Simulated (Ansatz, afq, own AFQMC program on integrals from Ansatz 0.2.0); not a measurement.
Integrals from Ansatz 0.2.0, then the random walk in our own AFQMC program (afq).

```yaml
crystal:
  periodic: [false, false, false]
  atoms:
    - {symbol: B, position_ang: [-1.994443, 0.000000, 0.000000]}
    - {symbol: H, position_ang: [-2.591176, 1.033571, 0.000000]}
    - {symbol: H, position_ang: [-2.591176, -1.033571, 0.000000]}
    - {symbol: H, position_ang: [-0.469443, 0.000000, 0.000000]}
    - {symbol: Si, position_ang: [0.970557, 0.000000, 0.000000]}
basis:
  gaussian: {orbitals: cc-pVTZ}
magnetization: {spin_polarized: true, initial_magnetization: 2}
correlation: {method: ccsd_t, electrons: outside_noble_gas, hamiltonian_folder: ham}
```

```sh
$ ansatz run in.yaml --threads 1 --pin off --events-out ev --progress --plain --max-ram 15360MiB --backend cuda --devices 0, --max-vram 18GiB
```

afq runs on the folder ham with

```
--method phaseless --trial cisd --walkers 1000 --populations 20 --least-time 60 --time-step 0.005 --steps-per-block 50 --equilibration-blocks 28 --max-blocks 4000 --target-error 0.00019 --factor-cut 1e-05 --start spin_pure --seed 257 --release-times 0.24,0.51,0.99,1.62,2.4 --release-step 0.03 --release-every 3 --taylor-order 6
```

Times are imaginary, in 1/Eh. The walk had a cap of 233 s. With eight or more populations the least sampling time is a fifth of least-time, and the error comes from their spread.

Log:

```
orbitals 100  electrons 6 4  factors 602 of 611
reference energy -315.19893996 Eh
CCSD correlation -0.22743796 Eh in 17 cycles, weight of the determinant in the CISD state 0.8289
energy of the start -315.424343 Eh
 block  time / (1/Eh)  mean weight  energy / Eh
     1     0.250  0.9994  -315.422627
     2     0.500  1.0002  -315.424581
     3     0.750  0.9992  -315.427123
     4     1.000  1.0000  -315.429443
     5     1.250  1.0000  -315.431355
     7     1.750  0.9995  -315.434219
     9     2.250  1.0004  -315.434597
    11     2.750  1.0000  -315.436735
    21     5.250  1.0003  -315.436569
    31     7.750  0.9994  -315.438919
    41    10.250  0.9997  -315.438804
    51    12.750  1.0003  -315.437921
    61    15.250  1.0003  -315.437316
    71    17.750  1.0005  -315.435367
    76    19.000  1.0002  -315.434894
    81    20.250  0.9998  -315.436040
    86    21.500  1.0003  -315.438986
    91    22.750  0.9997  -315.438592
   101    25.250  1.0002  -315.438182
   111    27.750  0.9999  -315.435705
   121    30.250  0.9996  -315.438392
   131    32.750  0.9998  -315.437268
   141    35.250  1.0008  -315.435413
   151    37.750  0.9995  -315.436183
   161    40.250  0.9993  -315.438325
   171    42.750  1.0000  -315.437575
   181    45.250  1.0001  -315.435538
   191    47.750  1.0001  -315.438892
   201    50.250  0.9997  -315.438084
   211    52.750  1.0003  -315.438952
   221    55.250  1.0009  -315.437075
   231    57.750  1.0006  -315.436707
error from the spread of 20 populations
released: time / (1/Eh)  energy / Eh  error  mean overlap
  0.24  -315.437771  0.000179  1.0002
  0.51  -315.438121  0.000169  0.9979
  0.99  -315.438432  0.000213  0.9983
  1.62  -315.438645  0.000534  0.9942
  2.40  -315.438740  0.000379  0.9952
energy -315.437301 +/- 0.000192 Eh
(rows thinned)
```

The run passed its tests (sampling time, drift between the halves within three errors, error under three times the target), which doesn't prove that it has relaxed, ending at its cap on processor time.

Against this walk (error 5.2 meV) on the same determinant: CCSD(T) 32.0 meV higher, CCSDT(Q) 48.5 meV lower. The error is statistical and leaves out the bias of the constraint. None of these is a sure reference here. Released to 2.40 1/Eh the energy lies 39 ± 12 meV (both errors) below the phaseless value, which shows part or all of the bias of the constraint, and CCSDT(Q) lies 9.4 meV below the released value.

Cautions: constraint bias not in the error; lower spins were not checked; higher spins were not checked; raised T1 diagnostic (T1 0.050, weight of the determinant 0.83, largest double 0.08); the bias of populations of 50 walkers isn't removed.

The walk took 3.9 min on 1 × NVIDIA H100 80GB HBM3 with 2 threads of AMD EPYC 7R13 Processor (Zen 3), on a shared host (the card was shared). The log's last line is the phaseless energy.

CCSDT and higher add their correlation energy to the determinant of the CCSD(T) run, since their own runs factorise the integrals more tightly (a shift of under 2 meV). A walk keeps the symmetry of its determinant, which the program's search chose and which needn't be the lowest solution, so a lower state of the same spin and another symmetry isn't excluded.
